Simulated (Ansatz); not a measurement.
Worked example: correlation energy of AsH⁺, doublet

Geometry: that of the AsH, triplet, kept fixed.

```json
{"atom": "As", "x (Å)": "0.0000", "y (Å)": "0.0000", "z (Å)": "0.0000"}
{"atom": "H", "x (Å)": "0.0000", "y (Å)": "0.0000", "z (Å)": "1.5314"}
```

Basis cc-pVTZ; Ansatz 0.2.0. Correlated methods freeze the noble-gas cores and the filled d shells of p-block atoms, which leaves 5 electrons in 43 orbitals. Prefix R: restricted or restricted open-shell reference. No spin–orbit coupling is included, and no scalar relativity.

Full CI is exact within this basis and frozen core; it isn't the basis-set limit.

Runs differ by some tens of microhartree through their thresholds and, for an open shell, their frozen cores, so steps under 0.03 kcal/mol mean nothing.

| level | total energy (hartree) |
| --- | --- |
| RHF | -2234.463377 |
| RMP2 | -2234.549242 |
| RCCSD | -2234.570676 |
| RCCSD(T) | -2234.573298 |
| RCCSDT | -2234.573871 |
| RCCSDT(Q) | -2234.573928 |
| RCCSDTQ | -2234.573941 |
| full CI | -2234.573925 |

Q: What is the correlation energy at full CI, and what share of it do RMP2 and RCCSD recover?

A: E(corr) = -2234.573925 − (-2234.463377) = -0.110548 hartree = -3.008 eV. RMP2: -0.085865 / -0.110548 = 77.67 %. RCCSD: -0.107299 / -0.110548 = 97.06 %.

Q: By how many kcal/mol does RCCSD(T) miss full CI (1 hartree = 627.509 kcal/mol), and which steps make up the rest?

A: -2234.573298 − (-2234.573925) = 0.000627 hartree = 0.39 kcal/mol. Steps: RCCSDT − RCCSD(T) = -0.36, RCCSDT(Q) − RCCSDT = -0.04, RCCSDTQ − RCCSDT(Q) = -0.01, full CI − RCCSDTQ = 0.01 kcal/mol. That is within 1 kcal/mol of the reference in this basis, which itself misses far more of the correlation at the basis-set limit.
